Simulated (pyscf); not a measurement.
GeH₃• + ammonia (NH₃) → H₂N–GeH₃ + H atom (H•), a substitution at N (doublet surface; H–N broken, Ge–N formed). Structures and frequencies: ωB97X-D3(BJ)/def2-SVP in PySCF. MP2 and CC: frozen core, UHF for open shells. ΔMP2 is the change of the MP2 total energy from the triple- to the quadruple-zeta basis. Energies in eV from the separated reactants.

Small-basis levels: PySCF, no dispersion term, spherical d functions. AM1 to PM7: differences of heats of formation from MOPAC. GFN2-xTB: tblite. Open shells are spin-unrestricted. 

```tsv
level	barrier	reaction energy
HF/STO-3G	2.39	+0.61
HF/6-31G*+LANL2DZ	2.22	+1.04
SVWN5/6-31G*+LANL2DZ	0.69	+1.11
PBE/6-31G*+LANL2DZ	1.08	+1.15
B3LYP/STO-3G	(withheld)	+0.66
B3LYP/3-21G	0.55	+0.48
B3LYP/6-31G*+LANL2DZ	1.35	+1.23
B3LYP/6-311+G**+LANL2DZ	1.47	+1.37
B3LYP/def2-SVP	1.27	+1.13
GFN2-xTB	(withheld)	+0.08
AM1	0.93	+1.62
PM7	0.14	+1.38
CCSD(T)/def2-TZVPP + ΔMP2(QZVPP)	(withheld)	+1.07
```

Q: What belongs in the gaps?

A: 
- B3LYP/STO-3G, barrier: 1.12
- GFN2-xTB, barrier: 1.42
- CCSD(T)/def2-TZVPP + ΔMP2(QZVPP), barrier: 1.44

Against the last row the barrier runs from -1.30 (PM7) to +0.95 eV (HF/STO-3G). At SVWN5/6-31G*+LANL2DZ, PBE/6-31G*+LANL2DZ, AM1, PM7 this geometry lies under one side, so the entry may be no barrier of that level: it is a single point on another level's saddle. CCSD(T)/def2-TZVPP + ΔMP2(QZVPP) has limits of its own. The same reactants have a lower exit, to GeH₄ + NH₂• (barrier +1.21 eV at ωB97M-D3(BJ), against +1.50 eV here). One saddle was located; it need not be the lowest between these sides. The angle at the attacked N is 137°. The CCSD(T) − MP2 part came from Ansatz, without density fitting, on the same reference. The frozen core leaves the outer d or s,p core shells of the metals and heavy elements correlated in the MP2 and CC values, and def2-TZVPP describes them poorly, which can shift differences by a few kcal/mol. In the def2 sets elements up to Kr have no core potential.
